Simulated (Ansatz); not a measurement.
A made-up structure of CH$_{3}$NNa (charge -1), closed shell:

N1  (-0.150, -1.210, -0.421)
C2  (0.480, -0.637, 0.509)
Na3  (-1.213, 3.156, -0.995)
H4  (-0.668, -0.512, -0.968)
H5  (0.462, 0.446, 0.687)
H6  (-1.928, 2.964, 0.831)
(Å)

It is relaxed with PBE-D4/def2-SVPD and then PBE0-D4/def2-TZVPD (Ansatz 0.2.0). Atoms count as bonded within 1.22 times the sum of their covalent radii (H–H: 0.88 Å). The end point is not checked to be a true minimum.

Problem. Does its bonding change? (A judgement: the text doesn't fix the answer.)

Solution. Computed: Yes. Formed: N1–Na3, C2–Na3; broken: none.

Where it ends: The first stage lowers the energy by 1.78 eV in 35 steps. It ends as CH₃NNa ([CH]1[NH][NaH]1), total charge -1:
N1  (-0.354, 0.045, -0.727)
C2  (0.268, 0.119, 0.411)
Na3  (-1.317, 1.926, 0.294)
H4  (-0.063, -0.737, -1.334)
H5  (1.036, -0.694, 0.555)
H6  (-2.586, 3.548, 0.444)
(Å)

Labels in which every atom is bracketed show which atoms are joined, not bond orders.

For scale, one of the runs: PBE0-D4/def2-TZVPD relaxation, 136 basis functions, launched by `ansatz run in.yaml --threads 2 --pin off --events-out ev --progress --plain --max-ram 4352MiB`. Hardware: 2 CPU threads of an Arm Neoverse V2, shared host. Wall time about 18 s.
